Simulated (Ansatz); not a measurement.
# Other spins and charges of H$_{2}$Si–BH$_{2}$, doublet at one geometry

Geometry (PBE0/def2-TZVP stationary point for this spin, not checked as a minimum):

```yaml
atoms:
  - { symbol: Si, position_ang: [0.0000, 0.0000, 0.5624] }
  - { symbol: B, position_ang: [0.0000, 0.0000, -1.3599] }
  - { symbol: H, position_ang: [0.0000, 1.2187, 1.4093] }
  - { symbol: H, position_ang: [0.0000, -1.2187, 1.4093] }
  - { symbol: H, position_ang: [0.0000, 1.0370, -1.9521] }
  - { symbol: H, position_ang: [0.0000, -1.0370, -1.9521] }
```

Basis cc-pVDZ; Ansatz 0.2.0. Only valence electrons are correlated (noble-gas cores frozen). Prefix R: restricted or restricted open-shell reference; prefix U: unrestricted.

Gaps are energies of the second state less the first, at fixed atoms, for a selection of the levels run; each method lands on the state that its own search finds for that charge and spin.

For open shells CISD is restricted-active-space CI with the open shells as a complete middle space.

Problem. PBE gives 10.809 eV for removing an electron, to the triplet. Estimate what UCCSDT(Q) gives in cc-pVDZ.

Solution. UCCSDT(Q) in cc-pVDZ gives 10.985 eV, so against it PBE is off by -0.176 eV.

```csv
level,gap (eV),error (meV)
RMP2,11.053,68
UMP2,11.034,49
CISD,10.903,-82
UCCSD,10.989,4
RCCSD(T),10.995,10
RCCSDT,10.984,-1
UCCSDT,10.984,-1
RCCSDT(Q),10.985,0
PBE0,11.006,21
```

Removing an electron, to the singlet: 8.336 eV at UCCSDT(Q).

```
    level  gap (eV)  error (meV)
      RHF     7.663         -673
      UHF     7.739         -597
     RMP2     8.288          -48
     UMP2     8.273          -63
     CISD     8.191         -145
    RCCSD     8.280          -56
    UCCSD     8.282          -54
 RCCSD(T)     8.327           -9
 UCCSD(T)     8.326          -10
  BCCD(T)     8.327           -9
   RCCSDT     8.334           -2
   UCCSDT     8.334           -2
RCCSDT(Q)     8.336            0
      PBE     8.715          379
   r2SCAN     8.815          479
     PBE0     8.659          323
    B3LYP     8.579          243
  wB97M-V     8.391           55
   B2PLYP     8.405           69
  RPA-PBE     8.513          177
```

Quartet less doublet: 5.323 eV at UCCSDT(Q).

```json
{"level": "UHF", "gap (eV)": "5.113", "error (meV)": "-210"}
{"level": "UMP2", "gap (eV)": "5.382", "error (meV)": "59"}
{"level": "CISD", "gap (eV)": "5.298", "error (meV)": "-25"}
{"level": "RCCSD(T)", "gap (eV)": "5.328", "error (meV)": "5"}
{"level": "UCCSD(T)", "gap (eV)": "5.327", "error (meV)": "4"}
{"level": "RCCSDT", "gap (eV)": "5.323", "error (meV)": "0"}
{"level": "UCCSDT", "gap (eV)": "5.322", "error (meV)": "-1"}
{"level": "PBE0", "gap (eV)": "5.102", "error (meV)": "-221"}
{"level": "B3LYP", "gap (eV)": "5.287", "error (meV)": "-36"}
{"level": "RPA-PBE", "gap (eV)": "5.287", "error (meV)": "-36"}
```

In so small a basis the reference is far from its limit while semilocal and hybrid functionals are nearer theirs (RPA and double hybrids share much of the reference's basis error), so the functionals' errors here hold much of the reference's basis and frozen-core error, which can add to them or hide them.

Full CI isn't at hand for all of this; UCCSDT(Q) serves as the reference, and is uncertain by about the last step of the cluster series. The frozen core follows each run's orbitals, which can shift R against U totals by a few meV.
